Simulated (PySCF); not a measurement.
diphosphorus (P2), SMILES P#P. The structure is a stationary point at B3LYP-D3(BJ)/def2-TZVPD.

PySCF with TDDFT-B3LYP/def2-TZVPD puts the lowest singlet excitations at 3.55, 3.86, 3.86, 4.29, 4.29, 6.15 eV.

Q: What are the lowest excitation roots from ADC(2)/aug-cc-pVDZ in PySCF? (Estimate from the structure and the level; the computed values follow.)

A: 4.25, 4.53, 4.53, 4.67, 4.67, 6.77 eV. S1 differs by 0.70 eV (second minus first; roots are paired by order, and the bases may differ).
